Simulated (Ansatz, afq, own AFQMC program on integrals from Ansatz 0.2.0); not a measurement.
AFQMC on a folder of integrals that Ansatz 0.2.0 wrote.

```yaml
crystal:
  periodic: [false, false, false]
  atoms:
    - {symbol: Br, position_ang: [-1.661971, 0.000000, -0.000001]}
    - {symbol: H, position_ang: [-0.048971, 0.000000, 0.000000]}
    - {symbol: Ge, position_ang: [1.737029, 0.000000, 0.000001]}
    - {symbol: H, position_ang: [2.205698, -1.465915, 0.000001]}
    - {symbol: H, position_ang: [2.205698, 0.732957, -1.269519]}
    - {symbol: H, position_ang: [2.205698, 0.732957, 1.269520]}
basis:
  gaussian: {orbitals: cc-pVTZ}
magnetization: {spin_polarized: true, initial_magnetization: 1}
correlation: {method: ccsd_t, electrons: outside_noble_gas, hamiltonian_folder: ham}
```

```sh
$ ansatz run in.yaml --threads 1 --pin off --events-out ev --progress --plain --max-ram 16896MiB --backend cuda --devices 0, --max-vram 18GiB
```

afq runs on the folder ham with

```
--method phaseless --trial cisd --walkers 600 --populations 10 --least-time 60 --time-step 0.005 --steps-per-block 50 --equilibration-blocks 28 --max-blocks 4000 --target-error 0.00023 --factor-cut 1e-05 --start spin_pure --seed 5821 --release-times 0.24,0.51,0.99,1.5 --release-step 0.03 --release-every 4 --taylor-order 6
```

Times are imaginary, in 1/Eh. The walk had a cap of 168 s. With eight or more populations the least sampling time is a fifth of least-time, and the error comes from their spread. Filled inner d shells are frozen with the cores.

afq prints:

```
orbitals 114  electrons 8 7  factors 756 of 860
reference energy -4650.14187364 Eh
CCSD correlation -0.33942993 Eh in 11 cycles, weight of the determinant in the CISD state 0.8496
energy of the start -4650.479592 Eh
 block  time / (1/Eh)  mean weight  energy / Eh
     1     0.250  0.9998  -4650.473778
     2     0.500  0.9994  -4650.477344
     3     0.750  0.9997  -4650.481655
     4     1.000  1.0002  -4650.485150
     5     1.250  0.9983  -4650.485786
     7     1.750  0.9993  -4650.490126
     9     2.250  0.9997  -4650.490021
    11     2.750  1.0000  -4650.491142
    15     3.750  1.0006  -4650.492838
    17     4.250  0.9998  -4650.491498
    19     4.750  1.0004  -4650.494032
    23     5.750  0.9997  -4650.493639
    27     6.750  0.9998  -4650.494326
    31     7.750  1.0004  -4650.495031
    35     8.750  1.0010  -4650.494628
    39     9.750  1.0013  -4650.496800
    43    10.750  1.0002  -4650.492644
    47    11.750  0.9999  -4650.494057
    51    12.750  0.9999  -4650.493114
    55    13.750  1.0005  -4650.493041
    59    14.750  0.9999  -4650.494623
    63    15.750  1.0002  -4650.494880
    67    16.750  1.0003  -4650.493426
    71    17.750  0.9990  -4650.493527
    75    18.750  0.9998  -4650.495655
    79    19.750  1.0009  -4650.494569
    83    20.750  0.9996  -4650.492345
    87    21.750  1.0003  -4650.494894
    91    22.750  0.9993  -4650.492628
    95    23.750  1.0005  -4650.493625
    97    24.250  0.9993  -4650.495835
error from the spread of 10 populations
released: time / (1/Eh)  energy / Eh  error  mean overlap
  0.24  -4650.493839  0.000250  0.9981
  0.51  -4650.493947  0.000180  0.9980
  0.99  -4650.494681  0.000283  0.9751
  1.50  -4650.494998  0.000524  0.9609
energy -4650.493723 +/- 0.000220 Eh
(rows thinned)
```

The run passed its tests (sampling time, drift between the halves within three errors, error under three times the target), which doesn't prove that it has relaxed.

Against this walk (error 6.0 meV) on the same determinant: CCSD(T) 31.7 meV higher. The error is statistical and leaves out the bias of the constraint. None of these is a sure reference here. The released energies are still falling (meV from the phaseless value at times in 1/Eh: -3 ± 7 at 0.24, -6 ± 5 at 0.51, -26 ± 8 at 0.99, -35 ± 14 at 1.50), so they give no level.

Cautions: constraint bias not in the error; no relativity below Rb; no spin-orbit coupling; inner d shell frozen.

The walk took 65 s on 1 × NVIDIA H100 80GB HBM3 with 2 threads of AMD EPYC 7R13 Processor (Zen 3) (shared host) (the card was shared). The log's last line is the phaseless energy.

A walk keeps the symmetry of its determinant, which the program's search chose and which needn't be the lowest solution, so a lower state of the same spin and another symmetry isn't excluded.
